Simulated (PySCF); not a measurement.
AlCl3, SMILES [Cl][Al]([Cl])[Cl].

The structure is a stationary point at PBE0-D3(BJ)/def2-SVP. The isomer is the one that the SMILES or the coordinates give; other isomers of the formula were not compared.

These are TDA-M06-2X/def2-SVPD in PySCF values and carry that method's errors.

Vertical excitations; the highest root listed may be one member of a degenerate set. Isolated molecule, no solvent. State labels are in the subgroup C2v.

Computed lowest excited states:
```json
[
 {"state": "S1", "symmetry": "B1", "energy (eV)": "6.75", "λ (nm)": "184", "f": "0.000", "main pairs": "HOMO→LUMO 93 %"},
 {"state": "S2", "symmetry": "A2", "energy (eV)": "6.93", "λ (nm)": "179", "f": "0.000", "main pairs": "HOMO→LUMO+1 98 %"},
 {"state": "S3", "symmetry": "B2", "energy (eV)": "7.15", "λ (nm)": "173", "f": "0.000", "main pairs": "HOMO−1→LUMO (degenerate set)"},
 {"state": "S4", "symmetry": "A2", "energy (eV)": "7.16", "λ (nm)": "173", "f": "0.000", "main pairs": "HOMO−2→LUMO (degenerate set)"},
 {"state": "S5", "symmetry": "B1", "energy (eV)": "7.41", "λ (nm)": "167", "f": "0.041", "main pairs": "HOMO−3→LUMO, HOMO−2→LUMO+1 (degenerate set)"},
 {"state": "S6", "symmetry": "A1", "energy (eV)": "7.41", "λ (nm)": "167", "f": "0.041", "main pairs": "HOMO−4→LUMO, HOMO−1→LUMO+1 (degenerate set)"},
 {"state": "S7", "symmetry": "A2", "energy (eV)": "7.53", "λ (nm)": "165", "f": "0.000", "main pairs": "HOMO−3→LUMO+1 (degenerate set)"},
 {"state": "S8", "symmetry": "B2", "energy (eV)": "7.53", "λ (nm)": "165", "f": "0.000", "main pairs": "HOMO−4→LUMO+1 (degenerate set)"},
 {"state": "S9", "symmetry": "A1", "energy (eV)": "7.81", "λ (nm)": "159", "f": "0.114", "main pairs": "HOMO−1→LUMO+1 (degenerate set)"},
 {"state": "S10", "symmetry": "B1", "energy (eV)": "7.81", "λ (nm)": "159", "f": "0.114", "main pairs": "HOMO−2→LUMO+1 (degenerate set)"},
 {"state": "T1", "symmetry": "B1", "energy (eV)": "6.50", "λ (nm)": "191", "f": "0", "main pairs": "HOMO→LUMO 90 %"},
 {"state": "T2", "symmetry": "A2", "energy (eV)": "6.83", "λ (nm)": "181", "f": "0", "main pairs": "HOMO→LUMO+1 98 %"},
 {"state": "T3", "symmetry": "A2", "energy (eV)": "6.89", "λ (nm)": "180", "f": "0", "main pairs": "HOMO−2→LUMO (degenerate set)"},
 {"state": "T4", "symmetry": "B2", "energy (eV)": "6.89", "λ (nm)": "180", "f": "0", "main pairs": "HOMO−1→LUMO (degenerate set)"}
]
```
Triplets are in the Tamm–Dancoff approximation.
